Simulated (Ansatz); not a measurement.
Molecule (SMILES): OO (H2O2).
Atoms: O1, O2, H3, H4. Bonds: O1-O2, O1-H3, O2-H4.

Basis-set convergence of the optimised O1-O2 bond length at MP2 with Ansatz (a first-principles code). The reference of a correlated method is not its basis-set limit, which lies further on. Cartesian d functions, on some or all atoms, in 6-31G*, 6-31+G*; all else is spherical. Cores are frozen. No added dispersion term, no relativity. Reference: the value in def2-QZVPPD, 1.4463 Å, itself unsure by roughly 0.0007 Å (its mean distance from pcseg-3, def2-QZVPP, cc-pVQZ). Deviations are taken from unrounded values.

```tsv
basis	functions	optimised O1-O2 bond length (Å)
6-31G*	34	1.4689
6-31+G*	42	1.4740
cc-pVDZ	38	1.4568
aug-cc-pVDZ	64	1.4702
def2-SVP	38	1.4431
def2-SVPD	62	1.4544
pcseg-1	38	1.4735
aug-pcseg-1	64	1.4741
6-311G**	48	1.4459
6-311+G**	56	1.4500
def2-TZVP	74	1.4508
def2-TZVPD	98	1.4511
cc-pVTZ	88	1.4505
aug-cc-pVTZ	138	1.4537
pcseg-2	88	1.4519
aug-pcseg-2	138	1.4525
def2-TZVPP	90	1.4514
def2-TZVPPD	114	1.4517
def2-QZVPP	174	1.4464
def2-QZVPPD	198	1.4463
```

What the diffuse functions change, pair by pair:
- 6-31G* to 6-31+G*: 8 more functions, deviation 0.0226 to 0.0277 Å
- cc-pVDZ to aug-cc-pVDZ: 26 more functions, deviation 0.0105 to 0.0239 Å
- def2-SVP to def2-SVPD: 24 more functions, deviation -0.0032 to 0.0081 Å
- pcseg-1 to aug-pcseg-1: 26 more functions, deviation 0.0272 to 0.0278 Å
- 6-311G** to 6-311+G**: 8 more functions, deviation -0.0004 to 0.0037 Å
- def2-TZVP to def2-TZVPD: 24 more functions, deviation 0.0045 to 0.0048 Å
- cc-pVTZ to aug-cc-pVTZ: 50 more functions, deviation 0.0042 to 0.0074 Å
- pcseg-2 to aug-pcseg-2: 50 more functions, deviation 0.0056 to 0.0062 Å
- def2-TZVPP to def2-TZVPPD: 24 more functions, deviation 0.0051 to 0.0054 Å
- def2-QZVPP to def2-QZVPPD: 24 more functions, deviation 0.0001 to 0.0000 Å

Leaving out the reference's own pair, they bring the value nearer the reference by more than 0.0007 Å in 0 of 9 pairs.
